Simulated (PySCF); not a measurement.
Does the answer move with the share of exact exchange?

Species: cyclobutanol, C4H8O.
SMILES: `OC1CCC1`

Torsions of this conformer, `[OH:1][CH:2]1[CH2:3][CH2:4][CH2:5]1`: H–O1–C2–C3 176°.

PySCF, pcSseg-2 basis, density fitting, gas phase, PBE0-D3(BJ)/def2-SVP geometry. One functional is left out:

| functional | exact exchange (%) | HOMO energy (eV) | LUMO energy (eV) | dipole moment (D) |
| --- | --- | --- | --- | --- |
| B97-D | 0 | -6.08 | -0.08 | 1.429 |
| BLYP | 0 | -5.99 | -0.26 | 1.442 |
| BP86 | 0 | -6.17 | -0.07 | 1.433 |
| LDA | 0 | -6.20 | -0.30 | 1.480 |
| OPBE | 0 | -5.99 | -0.15 | 1.381 |
| PBE | 0 | -6.06 | -0.22 | 1.426 |
| B3LYP | 20 | -7.38 | 0.20 | 1.500 |
| PBE0 | 25 | -7.59 | 0.54 | 1.491 |
| mPW1PW91 | 25 | -7.62 | 0.50 | 1.493 |
| BHandHLYP | 50 | -9.06 | 1.04 | 1.567 |

Q: Predict the row of B97-2 (21 % exact exchange) by straight lines through the other rows, and check it.

A: 
```json
{"property": "HOMO energy (eV)", "line": "-7.36", "computed": "-7.31", "computed − line": "+0.05", "B3LYP (20 %), for comparison": "-7.38"}
{"property": "LUMO energy (eV)", "line": "0.34", "computed": "0.56", "computed − line": "+0.22", "B3LYP (20 %), for comparison": "0.20"}
{"property": "dipole moment (D)", "line": "1.488", "computed": "1.478", "computed − line": "-0.010", "B3LYP (20 %), for comparison": "1.500"}
```

Q: Which of these properties follows the share of exact exchange most closely, and which least?

A: Most closely the HOMO energy, least the dipole moment; the correlations over the tabulated rows are HOMO energy -0.998, LUMO energy 0.979, dipole moment 0.885. The HOMO energy moves by -0.602 eV for every 10 %. Functionals with the same share still differ in their other parts: at 0 % BLYP and LDA differ by 0.21 eV in it.
